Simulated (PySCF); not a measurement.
# Stretching CS

Set-up: PySCF, no relativity, basis sets C cc-pVDZ, S cc-pV(D+d)Z. Energies in eV from C + S in their ground configurations at the same level. State: ¹Σ⁺ (singlet), closed shell.

All columns are ωB97X. A positive dipole means C(−)S(+).

```tsv
R (Å)	E (eV)	μ (D)	Mulliken charge on C (basis-dependent)	HOMO (eV)	LUMO (eV)	Mayer bond order	⟨S²⟩
1.328	-5.236	2.67	-0.27	-10.54	1.16	2.72	0.00
1.390	-6.291	2.40	-0.22	-10.81	0.88	2.67	0.00
1.451	-6.865	2.13	-0.17	-11.05	0.59	2.63	0.00
1.498	-7.057	1.92	-0.14	-11.21	0.37	2.60	0.00
1.544	-7.093	1.72	-0.12	-11.35	0.15	2.58	0.00
1.590	-7.005	1.51	-0.09	-11.47	-0.06	2.56	0.00
1.652	-6.742	1.24	-0.06	-11.59	-0.34	2.54	0.00
1.729	-6.249	0.90	-0.03	-11.59	-0.68	2.51	0.00
1.822	-5.509	0.51	0.01	-11.26	-1.07	2.49	0.00
1.945	-4.403	0.01	0.05	-10.87	-1.53	2.45	0.00
```

A fit through these points gives, at Re = 1.533 Å, μ = 1.77 D and dμ/dR = -4.46 D/Å; the reduced mass is 8.725 u.

Task: How strong is the fundamental in the double-harmonic approximation, I = 42.26·(dμ/dR)²/μred km/mol?

Result: I = 42.26·(-4.46)²/8.725 = 96.3 km/mol at ωB97X.
